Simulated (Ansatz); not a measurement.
`CC(O)CO`, relaxed with RKS PBE0-D4/def2-TZVP in Ansatz from a GFN2-xTB geometry. The force threshold is 0.005 eV/Å; the program also tests the step.

The species carries charge 0 and has multiplicity 1.

Start:

```xyz
13

C     1.318   -0.506    0.793
C     0.400    0.121   -0.248
O     0.463   -0.635   -1.436
C    -1.053    0.187    0.245
O    -1.909    0.658   -0.772
H     2.329   -0.556    0.399
H     0.985   -1.517    1.015
H     1.315    0.083    1.705
H     0.742    1.152   -0.462
H    -0.390   -0.545   -1.883
H    -1.122    0.810    1.146
H    -1.406   -0.820    0.481
H    -1.673    1.569   -0.983
```

(1) By how much does the energy fall, and how many steps does the optimiser take? (An estimate is asked.)

(2) Which bonds change most? (Estimate.)

(3) Give the relaxed structure. (Best estimate.)

Answers

(1) Computed: 0.57 kcal/mol, in 6 steps.

(2) Ansatz gave: C2–C4 from 1.536 to 1.517 Å; C1–C2 from 1.523 to 1.509 Å; C4–O5 from 1.410 to 1.417 Å; C1–H8 from 1.086 to 1.093 Å.

(3) Computed: 
```xyz
13

C     1.308   -0.507    0.789
C     0.394    0.101   -0.247
O     0.453   -0.687   -1.414
C    -1.042    0.188    0.237
O    -1.902    0.638   -0.795
H     2.325   -0.577    0.398
H     0.973   -1.514    1.045
H     1.329    0.100    1.697
H     0.739    1.126   -0.473
H    -0.326   -0.460   -1.935
H    -1.111    0.827    1.126
H    -1.393   -0.812    0.505
H    -1.746    1.576   -0.933
```
